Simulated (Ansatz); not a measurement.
Structure relaxation of BaGe₂Rh₂

All numbers below come from DFT PBEsol, scalar-relativistic, plane waves, PAW in Ansatz 0.2.0.

The start is a database structure of BaGe₂Rh₂, space group I4/mmm (No. 139).

Input of the last, converged step (default PAW datasets):

```yaml
crystal:
  lattice:
    - [-2.0924685762, 2.0924685762, 6.1642525621]
    - [2.0924685762, -2.0924685762, 6.1642525621]
    - [2.0924685762, 2.0924685762, -6.1642525621]
  atoms:
    - { symbol: Ba, position: [0.0, 0.0, 0.0] }
    - { symbol: Ge, position: [0.64945952, 0.64945952, 0.0] }
    - { symbol: Ge, position: [0.35054048, 0.35054048, 0.0] }
    - { symbol: Rh, position: [0.75, 0.25, 0.5] }
    - { symbol: Rh, position: [0.25, 0.75, 0.5] }
basis:
  ecutwfc: 420
kpoints:
  mp_grid: { grid: [12, 12, 12] }
hamiltonian:
  xc: pbesol
scf:
  occupations: { method: gaussian, width: 0.1 }
output:
  forces: true
  stress: true
  eigenvalues: true
relax:
  adjacent_minimum: "off"
  f_tol: 0.01
  max_steps: 80
  cell: { stress_tol: 0.05 }
```

Launched as:

```bash
ansatz run input.yaml --threads 1 --pin off --max-ram 2560MiB --backend cpu --events-out ev --progress --plain --runs-dir out
```

It took 4.3 min on 1 thread of Arm Neoverse V2, with other jobs on the host, peak memory 0.81 GiB.

The program printed at the end:

```
SCF converged after 7 iterations
Free energy (F): -27050.951864 eV
Harris-Foulkes:  -27050.951864 eV  (|F-HF|=1.09e-11)
Internal energy: -27050.946079 eV  (E = F + TS)
E sigma→0 (E₀):  -27050.948971 eV
Entropy (-TS):   -0.005785 eV (-1.157 meV/atom)
Fermi energy:    13.697132 eV
--- Per-component energies (eV) ---
  E_band       = -609.364245
  E_kinetic    = 1546.393397
  E_local      = -10751.975315  (includes V_loc(G=0)·N_el)
  E_nonlocal   = 1614.128185
  E_hartree    = 4508.191503
  E_xc         = -761.068425
  E_vxc        = -825.017453  (∫ρ·V_xc dr)
  E_paw        = -16148.106767  (= ΣΔE_a)
  E_vpaw       = -1209.278578  (= ΣTr[D̂ρ^β])
  E_aug_tail   = 0.002453  (compensation charges beyond the density's cutoff)
  E_ewald      = -7061.050815
  E_core_change = 2.539705  (= ΣΔE_core)
  E_smearing   = -0.005785  (= −TS)
  E_closure    =  0.000000  (closes the sum)
  Σ components = -27050.951864   (vs F -27050.951864, Δ=0.00e0)
--- Forces (eV/Å), atoms counted from 1 ---
  atom   1  Ba     0.00000000     0.00000000     0.00000000
  atom   2  Ge     0.00000000     0.00000000    -0.00301108
  atom   3  Ge     0.00000000     0.00000000     0.00301108
  atom   4  Rh     0.00000000     0.00000000     0.00000000
  atom   5  Rh     0.00000000     0.00000000     0.00000000
  max |Σ_I F_I| component: 2.73e-17 eV/Å
--- Stress (GPa, compression-positive) ---
        0.003264       0.000000       0.000000
        0.000000       0.003264       0.000000
        0.000000       0.000000      -0.000147
  P = ⅓ Tr σ = 0.0021 GPa (0.021 kbar)
--- Relaxed structure (5 steps of the walk, 5 accepted, 1 SCFs on fresh bases) ---
  F+E_penalty+E_count = -27050.95186360 eV   max|allowed force component| = 3.011e-3 eV/Å   (the final SCF, on the basis selected at the relaxed cell)
  cell:  # Å, volume = 102.1377 Å³
    - [-2.084223, 2.084223, 5.878109]
    - [2.084223, -2.084223, 5.878109]
    - [2.084223, 2.084223, -5.878109]
  atoms:
    - { symbol: Ba, position: [0.000000, 0.000000, 0.000000] }
    - { symbol: Ge, position: [0.643695, 0.643695, 0.000000] }
    - { symbol: Ge, position: [0.356305, 0.356305, 0.000000] }
    - { symbol: Rh, position: [0.750000, 0.250000, 0.500000] }
    - { symbol: Rh, position: [0.250000, 0.75, 0.5] }
```

Total energies depend on the potentials used, so only differences within one code and one set of settings carry meaning.

The result has space group I4/mmm (No. 139). Ba is coordinated by 8 Ge at 3.40 Å and 8 Rh at 3.60 Å (next Ba at 4.17 Å); Ge is coordinated by 4 Rh at 2.43 Å; around Rh lie 4 Ge at 2.43 Å and 4 Rh at 2.95 Å.

Against the elements it lies at -0.77 eV/atom. The zero of energy is the elements' standard structures at the same level; no fitted shifts are applied.

For metals, differences of a few meV/atom aren't resolved.

Symmetry constrained the relaxation, so the result can be a saddle point.